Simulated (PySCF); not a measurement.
Which level of theory gave which numbers?

Compound: C3H6S.
SMILES: `C[C@H]1CS1`

The closed-shell ground state was solved 7 times with PySCF (density fitting, gas phase), always in the def2-SVPD basis (135 functions), with these functionals: B3LYP, BHandHLYP, CAM-B3LYP, HF, LC-wPBE, PBE0 and wB97X-D. Isolated species at its PBE0-D3(BJ)/def2-SVP geometry, gas phase.

```
row  total energy (Eh)  HOMO (eV)  LUMO (eV)  dipole (D)
  P          -515.9208      -6.30      -0.14        2.06
  Q          -515.6217      -6.53       0.10        2.12
  R          -515.7154      -9.29       2.09        2.15
  S          -515.8360      -7.88       1.04        2.09
  T          -515.8182      -7.63       0.94        2.15
  U          -515.8614      -8.40       1.80        2.17
  V          -514.4019      -9.35       2.60        2.34
```

**Question.** Which functional belongs to which row?

**Answer.** P = B3LYP, Q = PBE0, R = LC-wPBE, S = CAM-B3LYP, T = BHandHLYP, U = wB97X-D, V = HF. By rising HOMO–LUMO gap: B3LYP (global hybrid, 20 % exact exchange) 6.16 eV; PBE0 (global hybrid, 25 % exact exchange) 6.63 eV; BHandHLYP (global hybrid, 50 % exact exchange) 8.57 eV; CAM-B3LYP (range-separated hybrid) 8.92 eV; wB97X-D (range-separated hybrid) 10.20 eV; LC-wPBE (range-separated hybrid) 11.38 eV; HF (all exact exchange) 11.95 eV. Total energies of different functionals aren't bounds to one another; each is stationary for its own functional.

The pairwise dispersion term of wB97X-D wasn't added to the energies; at a given geometry it leaves orbitals and properties as they are.
